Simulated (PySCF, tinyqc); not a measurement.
Worked calculation: CISD on RHF in the sto-3g basis, frozen core, for BH, spin multiplicity 1. The lowest restricted solution is unstable here: a spin-polarised one lies 0.0096 hartree lower (PySCF). One step of it, computed by the program tinyqc.

Task: Orthogonalisation. S = U s U^T; symmetric (Loewdin) form X = U s^(-1/2) U^T, so that X^T S X = 1.

overlap S, lower triangle:
```
           1B 1s     1B 2s    1B 2px    1B 2py    1B 2pz     2H 1s
1B 1s   1.000000
1B 2s   0.269328  1.000000
1B 2px  0.000000  0.000000  1.000000
1B 2py  0.000000  0.000000  0.000000  1.000000
1B 2pz  0.000000  0.000000  0.000000  0.000000  1.000000
2H 1s   0.051560  0.419674  0.000000  0.000000  0.448392  1.000000
```

Give: eigenvalues of S; X.

Result:

eigenvalues of S: 0.3698  0.7970  1.0000  1.0000  1.1725  1.6608

X, lower triangle:
```
          1B 1s    1B 2s  1B 2px  1B 2py   1B 2pz   2H 1s
1B 1s    1.0302
1B 2s   -0.1522   1.1272
1B 2px   0.0000   0.0000  1.0000
1B 2py   0.0000   0.0000  0.0000  1.0000
1B 2pz  -0.0114   0.1022  0.0000  0.0000   1.1062
2H 1s    0.0268  -0.2888  0.0000  0.0000  -0.3012  1.2005
```
